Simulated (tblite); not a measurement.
Compound: FH₂Si (doublet state).
InChI=1S/FH2Si/c1-2/h2H2

Computed values, GFN2-xTB/tblite, gas phase, harmonic and unscaled. This tight-binding method is rough: wavenumbers can miss measured ones by several per cent, in bad cases by 10 to 20. Modes of hydrogen on silicon can be 10 to 20 % off. Open shells enter through the occupations alone, without spin polarisation, and single modes of such species can be off by tens of per cent.

Harmonic wavenumbers (cm⁻¹): 558.0, 620.1, 696.8, 791.8, 2378.6, 2383.1.

A = 130521, B = 15547, C = 14447 MHz; mass 48.991 u (most abundant isotopes); point group Cs, symmetry number 1; spin multiplicity 2.

Problem. What is the zero-point energy?

Solution. Half the sum of the wavenumbers: 3714 cm⁻¹ = 44.43 kJ/mol.

Problem. What is S at 200 K and 1 bar for an ideal gas of classical rigid rotors and harmonic oscillators?

Solution. Translation 149.09, rotation 78.42, vibration 1.82, spin (R ln 2) 5.76: S = 235.1 J/(mol K).

Problem. And Cp and H(200 K) − H(0)?

Solution. Cp = 40.04 J/(mol K), of which vibrations give 6.79 (their classical limit is 6 R = 49.9); H(200 K) − H(0) = 6.95 kJ/mol without the zero-point energy, 0.30 from vibrations.

Problem. What must be added to the electronic energy to get the Gibbs energy at 200 K and 1 bar?

Solution. ZPE + [H(200 K) − H(0)] − T·S = 44.43 + 6.95 − 47.02 = 4.36 kJ/mol.

Problem. How do the functions run with temperature in this model?

Solution. 
```tsv
T (K)	S (J/(mol K))	Cp (J/(mol K))	H − H(0) (kJ/mol)	G − H(0) (kJ/mol)	ln q(vib)
150	224.2	35.9	5.06	-28.58	0.01
250	244.5	44.5	9.06	-52.06	0.10
298.15	252.7	48.4	11.30	-64.04	0.18
400	267.8	54.5	16.57	-90.57	0.40
600	291.5	62.0	28.28	-146.61	0.94
900	318.1	69.1	48.03	-238.25	1.77
```

q(vib) and H(0) count from the zero-point level.

Problem. Which modes carry the vibrational entropy at 200 K?

Solution. 558.0 cm⁻¹: 0.77; 620.1 cm⁻¹: 0.53; 696.8 cm⁻¹: 0.33; 791.8 cm⁻¹: 0.19; 2378.6 cm⁻¹: 0.00; 2383.1 cm⁻¹: 0.00 J/(mol K).
